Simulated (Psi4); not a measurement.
# doublet AlH+: levels of theory compared

We compute a comparison of 4 runs (UHF/STO-3G, UHF/3-21G, UB3LYP/6-31G*, U-wB97X-V/def2-TZVPPD) of doublet AlH+. 

Program for the calculation: Psi4 1.11.

### 1 The system as given

AlH+ has 2 atoms, charge +1, and is taken as a doublet. SMILES of the parent species: `[AlH]`. The shape is that of a PBE0-D4/def2-TZVP optimisation. That shape belongs to the parent species and isn't relaxed for this state.

Bond lengths: Al1–H2 1.665 Å.

### 2 Energy and gradient at UHF/STO-3G (run 1)

job.in

```
memory 2200 MB

molecule mol {
  1 2
  Al
  H 1 R2

  R2 = 1.66475
  units angstrom
  symmetry c1
}

set basis STO-3G
set reference uhf
set puream true
set e_convergence 1e-09
set d_convergence 1e-08
set scf_type pk
set maxiter 100

result, w = gradient('scf', return_wfn=True)
oeprop(w, 'MULLIKEN_CHARGES', 'LOWDIN_CHARGES', 'MAYER_INDICES', title='SCF')
```

On the command line:

```
psi4 -n 1 job.in job.out
```

job.out:

```text
[...]
  Running in c1 symmetry.
[...]
  Nuclear repulsion =    4.132334427817991
[...]
  Multiplicity = 2
[...]
  Nalpha       = 7
  Nbeta        = 6
[...]
    Number of basis functions: 10
[...]
   @UHF iter   1:  -239.32647627423853   -8.61171e-01   1.82078e-02 DIIS/ADIIS
[...]
   @UHF iter  11:  -239.37375181040642   -3.69482e-13   3.23551e-10 DIIS
[...]
   @S^2 Observed:                7.965486431E-01
[...]
  @UHF Final Energy:  -239.37375181040642
   => Energetics <=
    Nuclear Repulsion Energy =              4.1323344278179910
    One-Electron Energy =                -338.8305682107856001
    Two-Electron Energy =                  95.3244819725612160
    Total Energy =                       -239.3737518104064179
  UHF NO Occupations:
  HONO-2 :    5  A 1.9999987
  HONO-1 :    6  A 1.9764511
[...]
 Multipole Moments:
 ------------------------------------------------------------------------------------
     Multipole            Electronic (a.u.)      Nuclear  (a.u.)        Total (a.u.)
 ------------------------------------------------------------------------------------
 L = 1.  Multiply by 2.5417464519 to convert [e a0] to [Debye]
 Dipole X            :         -0.0000000            0.0000000           -0.0000000
 Dipole Y            :         -0.0000000            0.0000000           -0.0000000
 Dipole Z            :         -1.8667647            1.5600499           -0.3067148
 Magnitude           :                                                    0.3067148
[...]
  -Total Gradient:
     Atom            X                  Y                   Z
    ------   -----------------  -----------------  -----------------
       1        0.000000000000     0.000000000000    -0.031886275371
       2       -0.000000000000    -0.000000000000     0.031886275371
[...]
```

Run time: 2.9 s. Hardware: 1 thread of Intel Xeon Platinum 8259CL at 2.50GHz (Skylake/Cascade Lake), shared host; peak memory 0.18 GiB.

### 3 A single-point energy at UHF/3-21G (run 2)

alh.dat

```
memory 2.2 GB

molecule system {
  1 2
  Al
  H 1 1.66475
  units angstrom
  symmetry c1
}

set {
  basis 3-21G
  reference uhf
  puream true
  e_convergence 1e-09
  d_convergence 1e-08
  scf_type pk
  maxiter 100
}

result = energy('hf')
print_variables()
```

On the command line:

```
psi4 -i alh.dat -o alh.out -n 1
```

alh.out:

```text
[...]
  Running in c1 symmetry.
[...]
  Nuclear repulsion =    4.132334427817991
[...]
  Multiplicity = 2
[...]
  Nalpha       = 7
  Nbeta        = 6
[...]
    Number of basis functions: 15
[...]
   @UHF iter   1:  -240.83137138364816   -2.68935e-01   8.00498e-03 ADIIS/DIIS
[...]
   @UHF iter  11:  -240.86025938514078   -3.72324e-12   6.89618e-09 DIIS
[...]
   @S^2 Observed:                7.853895094E-01
[...]
  @UHF Final Energy:  -240.86025938514078
   => Energetics <=
    Nuclear Repulsion Energy =              4.1323344278179910
    One-Electron Energy =                -339.7963951241208633
    Two-Electron Energy =                  94.8038013111621183
    Total Energy =                       -240.8602593851407789
  UHF NO Occupations:
  HONO-2 :    5  A 1.9999992
  HONO-1 :    6  A 1.9821483
[...]
 Multipole Moments:
 ------------------------------------------------------------------------------------
     Multipole            Electronic (a.u.)      Nuclear  (a.u.)        Total (a.u.)
 ------------------------------------------------------------------------------------
 L = 1.  Multiply by 2.5417464519 to convert [e a0] to [Debye]
 Dipole X            :          0.0000000            0.0000000            0.0000000
 Dipole Y            :          0.0000000            0.0000000            0.0000000
 Dipole Z            :         -1.7646645            1.5600499           -0.2046146
 Magnitude           :                                                    0.2046146
[...]
```

Wall time 2.6 s (1 thread of Intel Xeon Platinum 8259CL at 2.50GHz (Skylake/Cascade Lake), shared host); peak memory 0.18 GiB.

Run 3 isn't shown in full; the table further down has it.

### 4 A single-point energy at U-wB97X-V/def2-TZVPPD (run 4)

input.dat

```
memory 2200 MB

molecule {
  1 2
  Al     0.000000     0.000000    -0.025640
  H      0.000000     0.000000     1.639110
  units angstrom
  symmetry c1
  no_reorient
  no_com
}

set basis def2-TZVPPD
set reference uks
set puream true
set e_convergence 1e-09
set d_convergence 1e-08
set scf_type pk
set dft_radial_points 99
set dft_spherical_points 590
set maxiter 100

result, w = energy("wb97x-v", return_wfn=True)
print_variables()
```

On the command line:

```
psi4 -n 1 input.dat output.dat
```

output.dat:

```text
[...]
  Running in c1 symmetry.
[...]
  Nuclear repulsion =    4.132334427817991
[...]
  Multiplicity = 2
[...]
  Nalpha       = 7
  Nbeta        = 6
[...]
    Number of basis functions: 65
[...]
   @UKS iter   1:  -242.60458306838325   -1.99991e-01   2.67126e-03 DIIS/ADIIS
[...]
   @UKS iter  11:  -242.63277605655162   -3.89377e-12   3.42330e-09 DIIS
[...]
   @S^2 Observed:                7.610409926E-01
[...]
  @UKS Final Energy:  -242.63277605655162
   => Energetics <=
    Nuclear Repulsion Energy =              4.1323344278179910
    One-Electron Energy =                -341.2615173261719974
    Two-Electron Energy =                 108.3871603169359190
    DFT Exchange-Correlation Energy =     -13.9478616643421081
    Empirical Dispersion Energy =           0.0000000000000000
    VV10 Nonlocal Energy =                  0.0571081892085919
    Total Energy =                       -242.6327760565515916
[...]
 Multipole Moments:
 ------------------------------------------------------------------------------------
     Multipole            Electronic (a.u.)      Nuclear  (a.u.)        Total (a.u.)
 ------------------------------------------------------------------------------------
 L = 1.  Multiply by 2.5417464519 to convert [e a0] to [Debye]
 Dipole X            :          0.0000000            0.0000000            0.0000000
 Dipole Y            :          0.0000000            0.0000000            0.0000000
 Dipole Z            :         -2.5372754            2.4675855           -0.0696900
 Magnitude           :                                                    0.0696900
[...]
```

Run time: 22 s. Hardware: 1 thread of Intel Xeon Platinum 8259CL at 2.50GHz (Skylake/Cascade Lake), shared host; peak memory 0.46 GiB.

### 5 All runs side by side

```
run                                level      task         integration grid  energy (Eh)  HOMO energy (eV)  LUMO energy (eV)   ⟨S²⟩  wall time
  1                           UHF/STO-3G  gradient                        –  -239.373752            -15.42             -2.95  0.797      2.9 s
  2                            UHF/3-21G    energy                        –  -240.860259            -16.87             -6.64  0.785      2.6 s
  3  UB3LYP/6-31G* (spherical functions)    energy  99 radial × 590 angular  -242.679134            -13.94            -10.84  0.759      6.3 s
  4                U-wB97X-V/def2-TZVPPD    energy  99 radial × 590 angular  -242.632776            -16.23             -8.56  0.761       22 s
```

### 6 What came out

```
                                 quantity          value
                      run 4: total energy  -242.63278 Eh
run 4: HOMO energy (highest over α and β)      -16.23 eV
 run 4: LUMO energy (lowest over α and β)       -8.56 eV
                              run 4: ⟨S²⟩          0.761
```

Totals of different functionals can't be ranked against each other. In run 1 the basis is minimal, so the values are rough. All runs together took 34 s, the longest 22 s.
